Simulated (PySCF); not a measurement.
# Partners of hydrogen chloride

Gas-phase complexes of hydrogen chloride, each in one structure from a short search with a few starts, optimised by PBE0-D3(BJ)/def2-SVPD or PBE0-D3(BJ)/def2-TZVPD; other ways of binding may lie lower. Energies in kcal/mol, PBE0-D3(BJ)/def2-TZVPD, counterpoise-corrected (PySCF): interaction is complex less parts frozen as they stand in it, binding adds what it costs to deform them. Contacts are written partner···hydrogen chloride; electrostatic, Pauli and orbital are terms of the uncorrected same energy, whose rest is dispersion or correlation.

3 other partners are left out, for which the search missed the form known or expected to bind best.

Frequency runs check only 4 of the 6 structures; these show no clear imaginary mode. 1 further partner within 0.25 kcal/mol of a listed one is not ranked.

**Question.** Order these partners of hydrogen chloride by binding energy, strongest first: hydrogen fluoride, phosphine, hydrogen sulfide, ethylene, bromide, dimethyl sulfide.

**Answer.** bromide (-21.4), dimethyl sulfide (-8.0), hydrogen sulfide (-4.4), phosphine (-4.1), ethylene (-3.8), hydrogen fluoride (-3.4).
| partner | contact | distance (Å) | binding | interaction | electrostatic | Pauli | orbital |
| --- | --- | --- | --- | --- | --- | --- | --- |
| bromide | Br···H | 1.89 | -21.4 | -28.1 | -31.2 | 39.7 | -36.0 |
| dimethyl sulfide | S···H | 2.04 | -8.0 | -9.5 | -14.7 | 22.8 | -16.1 |
| hydrogen sulfide | S···H | 2.34 | -4.4 | -4.6 | -6.8 | 8.7 | -5.8 |
| phosphine | P···H | 2.40 | -4.1 | -4.4 | -6.4 | 8.6 | -5.9 |
| ethylene | C···H | 2.37 | -3.8 | -3.9 | -5.1 | 6.1 | -4.1 |
| hydrogen fluoride | H···Cl | 2.26 | -3.4 | -3.5 | -4.1 | 4.4 | -3.5 |
